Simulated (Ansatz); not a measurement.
Energy needed to pull apart CH₂SSi, closed shell, into free ground-state atoms, from the structure below (displaced at random from a GFN2-xTB minimum); no zero-point or spin–orbit terms; open-shell atoms are treated unrestricted, in their ground-state multiplicity.

```tsv
atom	x (Å)	y (Å)	z (Å)
Si1	-1.3148	0.0161	-0.5315
C2	0.0944	0.5290	0.3272
S3	1.5148	-0.4881	0.3519
H4	-2.5644	-0.3240	-1.2065
H5	2.2482	0.3164	1.1145
```

Computed with Ansatz 0.2.0 (basis: def2-TZVPP); correlated methods freeze the cores. B3LYP uses VWN-RPA correlation.

```json
{"method": "SPW92", "atomization energy (kcal/mol)": "388.3"}
{"method": "PBE-D4", "atomization energy (kcal/mol)": "336.8"}
{"method": "r2SCAN-D4", "atomization energy (kcal/mol)": "?"}
{"method": "PBE0-D4", "atomization energy (kcal/mol)": "318.9"}
{"method": "B3LYP-D4", "atomization energy (kcal/mol)": "?"}
{"method": "wB97M-V", "atomization energy (kcal/mol)": "317.0"}
{"method": "HF", "atomization energy (kcal/mol)": "175.0"}
{"method": "MP2", "atomization energy (kcal/mol)": "314.2"}
{"method": "CCSD", "atomization energy (kcal/mol)": "293.3"}
{"method": "CCSD(T)", "atomization energy (kcal/mol)": "308.5"}
```

**Question.** What does B3LYP-D4 give? (To be estimated.)

**Answer.** Computed: 317.3 kcal/mol, which is about 8.8 kcal/mol more than CCSD(T)/def2-TZVPP.

**Question.** What does r2SCAN-D4 give? (Judge from chemistry; the value comes from the calculation.)

**Answer.** Computed: 323.4 kcal/mol, which is about 14.9 kcal/mol more than CCSD(T)/def2-TZVPP.

In triple zeta the MP2 and coupled-cluster atomization energies are still short of their basis limit by a few kcal/mol a bond, whereas those of the functionals are nearly converged, so these differences are not deviations from converged CCSD(T).

The T1 diagnostic stays at or below 0.042. The T1 diagnostic is large here, which may signal multireference character or strong orbital relaxation, so CCSD(T) is less sure. The restricted Hartree–Fock reference is unstable towards an unrestricted one here.

For scale, one of the runs: CCSD(T)/def2-TZVPP forces, 143 basis functions (an equivalent command: `ansatz run in.yaml --threads 4`). Time: 22 s of wall clock on 4 CPU threads; the host was shared. Peak host memory: 1.4 GiB.
